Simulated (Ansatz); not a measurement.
# C3H7FS: one species, many methods

An exercise on one series of results from a longer session: the logs are not shown, and one member is left open.

Program: Ansatz 0.2.0, Gaussian basis. Level of theory: functionals in def2-TZVPP, the program's frozen cores in correlated methods. These are calculated values, not measurements.

Plan: LDA (SPW92), PBE-D4, revPBE-D4, BLYP-D4, r2SCAN-D4, B97M-V, PBE0-D4, B3LYP-D4, r2SCANh-D4, r2SCAN0-D4, HSE06-D4, BHLYP-D4, CAM-B3LYP-D4, LC-ωPBE, ωB97X-V, ωB97M-V, B2PLYP, PBE-QIDH; CCSD(T)/def2-SVP; CCSD(T)/def2-TZVPP; MP2/def2-QZVPP; extrapolation to the limit; RPA on PBE.

## Structure used throughout

An earlier PBE0-D4 in a triple-zeta def2 set relaxation fixed the geometry.

SMILES `FCCCS`, 12 atoms, charge 0, spin multiplicity 1.

Atoms are counted from 1 here; the program's logs count them from 0.

Bond lengths: F1–C2 1.388 Å, C2–C3 1.506 Å, C2–H6 1.093 Å, C2–H7 1.093 Å, C3–C4 1.520 Å, C3–H8 1.095 Å, C3–H9 1.096 Å, C4–S5 1.813 Å, C4–H10 1.090 Å, C4–H11 1.092 Å, S5–H12 1.343 Å. Angles: F1–C2–C3 109.7°, F1–C2–H6 107.6°, F1–C2–H7 107.6°, C3–C2–H6 111.2°, C3–C2–H7 111.1°, H6–C2–H7 109.5°, C2–C3–C4 113.7°, C2–C3–H8 108.3°, C2–C3–H9 108.8°, C4–C3–H8 110.2°, C4–C3–H9 108.8°, H8–C3–H9 106.9°, C3–C4–S5 114.8°, C3–C4–H10 110.9°, C3–C4–H11 110.0°, S5–C4–H10 109.0°, S5–C4–H11 104.6°, H10–C4–H11 107.1° and more.

As a file:

```mol
C3H7FS
  3D, bonds by distance, orders not assigned

 12 11  0  0  0  0  0  0  0  0999 V2000
   -1.5297    1.5658   -0.2707 F   0  0
   -0.1535    1.3913   -0.3148 C   0  0
    0.2487    0.2801    0.6194 C   0  0
   -0.3391   -1.0718    0.2494 C   0  0
    0.2226   -1.7353   -1.3414 S   0  0
    0.1164    1.1566   -1.3481 H   0  0
    0.3093    2.3381   -0.0232 H   0  0
    1.3425    0.2244    0.6368 H   0  0
   -0.0730    0.5394    1.6344 H   0  0
   -0.1441   -1.8081    1.0298 H   0  0
   -1.4234   -0.9923    0.1464 H   0  0
    1.5004   -1.9434   -0.9839 H   0  0
  1  2  8  0
  2  3  8  0
  3  4  8  0
  4  5  8  0
  2  6  8  0
  2  7  8  0
  3  8  8  0
  3  9  8  0
  4 10  8  0
  4 11  8  0
  5 12  8  0
M  END
```

The first run:

in.yaml

```yaml
crystal:
  periodic: [false, false, false]
  atoms:
    - {symbol: F, position_ang: [-1.529699, 1.565829, -0.270693]}
    - {symbol: C, position_ang: [-0.153521, 1.391285, -0.314840]}
    - {symbol: C, position_ang: [0.248708, 0.280144, 0.619412]}
    - {symbol: C, position_ang: [-0.339148, -1.071837, 0.249355]}
    - {symbol: S, position_ang: [0.222634, -1.735265, -1.341424]}
    - {symbol: H, position_ang: [0.116424, 1.156624, -1.348089]}
    - {symbol: H, position_ang: [0.309302, 2.338081, -0.023224]}
    - {symbol: H, position_ang: [1.342479, 0.224373, 0.636778]}
    - {symbol: H, position_ang: [-0.072967, 0.539431, 1.634392]}
    - {symbol: H, position_ang: [-0.144125, -1.808055, 1.029773]}
    - {symbol: H, position_ang: [-1.423439, -0.992327, 0.146383]}
    - {symbol: H, position_ang: [1.500353, -1.943382, -0.983924]}
basis:
  gaussian: {orbitals: def2-TZVPP}
hamiltonian: {xc: lda}
output: {orbitals: {seedname: orbitals}}
```

Steps of the session up to this table: LDA; PBE-D4 (GGA); revPBE-D4 (GGA); BLYP-D4 (GGA); r2SCAN-D4 (meta-GGA); B97M-V (meta-GGA); PBE0-D4 (hybrid); B3LYP-D4 (hybrid); r2SCANh-D4 (hybrid); r2SCAN0-D4 (hybrid); HSE06-D4 (hybrid); BHLYP-D4 (hybrid); CAM-B3LYP-D4 (range-separated); LC-ωPBE (range-separated); ωB97X-V (range-separated); ωB97M-V (range-separated); B2PLYP (double hybrid); PBE-QIDH (double hybrid).

One of the session's tables, all rows but one given; the rest of the session is left out.

It belongs to the step «Orbital energies across the functionals». 

| functional | HOMO (eV) | LUMO (eV) | gap (eV) |
| --- | --- | --- | --- |
| LDA (SPW92) | -5.82 | -0.68 | 5.13 |
| PBE-D4 | -5.69 | -0.50 | 5.19 |
| revPBE-D4 | -5.64 | -0.42 | 5.22 |
| BLYP-D4 | -5.54 | -0.44 | 5.10 |
| r2SCAN-D4 | ? | ? | ? |
| B97M-V | -6.05 | -0.30 | 5.75 |
| PBE0-D4 | -6.95 | 0.43 | 7.37 |
| B3LYP-D4 | -6.71 | 0.13 | 6.83 |
| r2SCANh-D4 | -6.41 | 0.23 | 6.64 |
| r2SCAN0-D4 | -7.11 | 0.70 | 7.81 |
| HSE06-D4 | -6.54 | 0.05 | 6.59 |
| BHLYP-D4 | -8.07 | 1.23 | 9.30 |
| CAM-B3LYP-D4 | -8.31 | 1.36 | 9.67 |
| LC-ωPBE | -9.73 | 2.65 | 12.38 |
| ωB97X-V | -9.36 | 2.46 | 11.81 |
| ωB97M-V | -9.19 | 2.14 | 11.33 |

Q: Estimate the row for r2SCAN-D4 from the others.

Worked estimate for «HOMO (eV)». Against the share of exact exchange, r2SCANh-D4 (0.1, -6.41), r2SCAN0-D4 (0.25, -7.11) give a slope of -4.67 per unit share; at 0 the line stands at -5.94.

**Answer.** HOMO (eV): -5.95; LUMO (eV): -0.11; gap (eV): 5.84. In «HOMO (eV)» the line misses by +0.01.
